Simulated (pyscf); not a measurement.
Optimised with ωB97X-D3(BJ)/def2-SVP in PySCF.

`[NH2][GaH2]` + `[ClH]` → `[NH2][GaH][Cl]` + `[H][H]`
Surface: singlet. Broken: Ga–H, Cl–H. Formed: Cl–Ga, H–H. Give ΔE‡ and ΔE from ωB97M-D3(BJ)/def2-TZVP, relative to the separated reactants.

ΔE‡ = 0.43 eV, ΔE = -1.08 eV. Zero-point energy shifts the barrier by +0.02 eV. It is a four-centre exchange, with an imaginary mode of 996i cm⁻¹. One saddle was located; it need not be the lowest between these sides. Elements up to Kr have no core potential and no relativistic terms here.
